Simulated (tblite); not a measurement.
# ClH4O2: the cost of one run

Programs: tblite 0.8.0 and PySCF 2.14.0. All values are calculated, for the isolated system unless a continuum is named. Atoms count from 0, parts from 1.

## 1. Starting point

7 atoms, charge -1, multiplicity 1; geometry: rigid parts in contact. Parts: 1 = atom 0, `[Cl-]`, charge -1; 2 = atoms 1–3, `O`, charge 0; 3 = atoms 4–6, `O`, charge 0.

## 2. Docking the parts with GFN2-xTB

Job settings and geometry (Å):

```
{"job": {"kind": "dock", "xc": "GFN2-xTB", "basis": "xTB"}, "charge": -1, "multiplicity": 1, "parts": [{"atoms": "0-0", "charge": -1, "multiplicity": 1}, {"atoms": "1-3", "charge": 0, "multiplicity": 1}, {"atoms": "4-6", "charge": 0, "multiplicity": 1}]}
Cl    -0.154245     0.088228     0.233418
O     -1.366628     2.351252     1.684556
H     -1.335999     1.993524     2.572660
H     -0.993206     1.629162     1.109767
O     -2.647858     4.573502     0.616102
H     -3.143007     4.053334    -0.022022
H     -2.079421     3.907557     1.049462
```

Method: GFN2-xTB search for minima from random contacts, gas phase.

The run is started by

```
$ OMP_NUM_THREADS=1 python cluster_run.py task.json out
```

This one command runs all jobs of the session in turn.

Q: Estimate the wall time of this first job on 1 thread of Arm Neoverse N1, shared host.

About 6.2 s.
